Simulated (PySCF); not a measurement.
Compound: C₄H₅ClO.
Numbering: `[O:1]=[C:2]([Cl:3])[CH:4]1[CH2:5][CH2:6]1` (hydrogens: H7 on C4; H8, H9 on C5; H10, H11 on C6)

Method: PySCF 2.14.0, PBE0-D3(BJ)/def2-SVP geometry optimisation, gas phase.

Problem. Give the optimised bond lengths and angles.

Solution. 
```json
{"bond": "O1=C2", "length (Å)": "1.183", "order": "double"}
{"bond": "C2–Cl3", "length (Å)": "1.809", "order": "single"}
{"bond": "C2–C4", "length (Å)": "1.475", "order": "single"}
{"bond": "C4–C5, C4–C6", "length (Å)": "1.512", "order": "single"}
{"bond": "C5–C6", "length (Å)": "1.482", "order": "single"}
{"bond": "C4–H7", "length (Å)": "1.093", "order": "single"}
{"bond": "C5–H8, C6–H11", "length (Å)": "1.092", "order": "single"}
{"bond": "C5–H9, C6–H10", "length (Å)": "1.092", "order": "single"}
```

Bonds in one row agree within 0.01 Å and their mean is given. Orders are formal, as drawn. A selection of angles:
```json
{"angle": "O1–C2–Cl3", "degrees": "119.8"}
{"angle": "O1–C2–C4", "degrees": "126.5"}
{"angle": "Cl3–C2–C4", "degrees": "113.7"}
{"angle": "C2–C4–C5", "degrees": "121.6"}
{"angle": "C2–C4–H7", "degrees": "110.6"}
{"angle": "C5–C4–C6", "degrees": "58.7"}
{"angle": "C5–C4–H7", "degrees": "117.8"}
{"angle": "C4–C5–C6", "degrees": "60.7"}
{"angle": "C4–C5–H8", "degrees": "116.6"}
{"angle": "C4–C5–H9", "degrees": "115.9"}
{"angle": "C6–C5–H8", "degrees": "117.7"}
{"angle": "C6–C5–H9", "degrees": "119.4"}
{"angle": "H8–C5–H9", "degrees": "115.4"}
```

Torsions: O1–C2–C4–C5 144° (anticlinal); C2–C4–C5–C6 110° (anticlinal); C2–C4–C6–C5 -110° (anticlinal).

The 3-membered ring C4–C5–C6 has internal angles of 58.7° to 60.7°. The C–C distances run from 1.475 Å (C2–C4, drawn single) to 1.512 Å (C4–C5, drawn single), a spread of 0.037 Å. Of the pairs four or more bonds apart, Cl3···H11 is among the closest relative to their van der Waals radii: 2.73 Å, 93 % of the sum of Bondi's values.

Point group: Cs (tolerance 0.08 Å). Whether it is a minimum is left open (no frequencies). One conformer, not necessarily the lowest.
